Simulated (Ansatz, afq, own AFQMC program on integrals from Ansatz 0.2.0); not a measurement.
## P, quartet → P⁺, quintet

A free P atom.

E(quintet, charge +1) − E(quartet, charge +0) at this geometry, on UHF and UHF determinants.

Basis cc-pVDZ. Only valence electrons are correlated. Integrals, coupled cluster, full CI and functionals: Ansatz 0.2.0; the random walks run on the same integrals in our own AFQMC program. ph-AFQMC/CISD is guided by a CISD state made of CCSD amplitudes; releasing the constraint for a short imaginary time cuts its bias at the price of noise, slowly where states lie close. Uncertainties: one standard error, sampling alone. The errors of all members are added in quadrature.

Full CI on the same integrals is exact in this basis and with this determinant's frozen core.

The best estimate is CCSD(T) at the basis-set limit (CBS: def2-TZVPP and def2-QZVPP, with their diffuse functions for anions and beside diffuse sets, CCSD(T) itself extrapolated) plus the step from CCSD(T) to full CI in cc-pVDZ. Rows without CBS are in cc-pVDZ, the functionals in def2-TZVP; B2PLYP and the wave-function rows carry a basis error of their own. Core correlation and relativity beyond core potentials are missing, and ± holds the sampling alone.

Cautions: P⁺ (quintet): another spin lies lower; this isn't the first ionization; core correlation is missing, and it shifts such a gap most where an s electron is promoted.

| level | vertical ionization energy (kJ/mol) |
| --- | --- |
| r2SCAN | 1497.1 |
| PBE0 | 1543.1 |
| PBE | 1559.0 |

Task: From these cheaper values, estimate the vertical ionization energy at the level of the best estimate.

Result: 1539.7 kJ/mol (best estimate, highest rung FCI).

```csv
level,vertical ionization energy (kJ/mol),error against the best estimate (kJ/mol)
HF,1337.9,-201.8
MP2,1458.9,-80.8
CCSD,1488.8,-50.9
CCSD(T),1491.4,-48.3
CCSDT,1492.0,-47.7
CCSDT(Q),1492.2,-47.5
ph-AFQMC/CISD,1492.3 ± 0.07,-47.5 ± 0.07
released AFQMC,1492.3 ± 0.03,-47.4 ± 0.03
FCI,1492.3,-47.4
HF/CBS,1330.6,-209.1
MP2/CBS,1511.8,-27.9
CCSD(T)/CBS,1538.8,-0.9
B3LYP,1582.2,42.5
wB97M-V,1565.4,25.7
B2PLYP,1554.7,15.0
```

Correlation beyond CCSD(T) adds 0.9 kJ/mol. Going to the basis-set limit adds 47.4 kJ/mol at CCSD(T). The perturbative (T) step is worth +2.5 kJ/mol.

Best estimates are given only where the step beyond CCSD(T) is under 0.3 eV and no member's determinant is very poor (T1 over 0.05, or 0.07 for open shells, ⟨S²⟩ too high by 0.3, two states mixed), so the hardest cases are missing from such tables.

The functionals ran in a triple-zeta set and keep a basis error of their own, a few kJ/mol for each bond in atomization energies and more for double hybrids, so close places among them and the extrapolated levels can swap.

CCSDT and higher add their correlation energy to the determinant of the CCSD(T) run, since their own runs factorise the integrals more tightly (a shift of under 2 meV). Each member of a difference takes its own highest rung, so a best estimate needn't equal the limit plus the step of one row. A walk keeps the symmetry of its determinant, which the program's search chose and which needn't be the lowest solution, so a lower state of the same spin and another symmetry isn't excluded. Released energies are given only where the last usable release times agree within the noise; a slower fall can still hide under it.
